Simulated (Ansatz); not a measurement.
The first iterations of a band of CH$_{5}$AlN (8 atoms, charge -1, multiplicity 1).

Method: RKS LDA/def2-mTZVP in Ansatz.

```
movable images  : 7
climbing image  : yes
spring          : 5.0 eV/Å²
optimiser       : quadratic models (default)
start path      : through a guess of the saddle point
force threshold : 0.05 eV/Å
iteration limit : 60
end points      : relaxed
```

Image 0:

```xyz
8
Properties=species:S:1:pos:R:3
C -0.827 0.801 -1.226
Al -0.070 0.356 0.385
N 0.716 -1.235 0.856
H -0.887 0.162 -2.121
H -1.320 1.775 -1.378
H 0.019 1.324 1.707
H 1.386 -1.256 1.627
H 0.982 -1.927 0.151
```

Image 8:

```xyz
8
Properties=species:S:1:pos:R:3
C -0.857 0.786 -1.212
Al 0.006 0.395 0.360
N 0.998 -1.102 0.748
H -0.890 0.152 -2.113
H -1.379 1.745 -1.359
H 0.047 1.340 1.700
H 1.125 -1.382 1.722
H 0.950 -1.933 0.155
```

| iteration | highest image above the first end (eV) | largest band force component (eV/Å) |
| --- | --- | --- |
| 1 | 3.825 | 21.588 |
| 2 | 0.710 | 1.884 |
| 3 | 0.397 | 1.032 |
| 4 | 0.239 | 0.480 |
| 5 | 0.283 | 1.787 |
| 6 | 0.237 | 1.667 |
| 7 | 0.139 | 0.618 |

Problem. Does the band converge within its limit, and where does its top end?

Solution. The run converged. It ended after 23 iterations with the highest image 0.005 eV above the first end. The top lies less than 8 meV above the higher end, about what the thresholds resolve: that end is a shoulder or a very shallow well. A vibrational analysis at the climbing image gives one clearly imaginary mode, 188i cm⁻¹: a first-order saddle point. Limits of this set-up: an anion without diffuse functions, the dipole of an ion depends on the origin.

The run took 2.9 min on 1 CPU thread of a shared host.
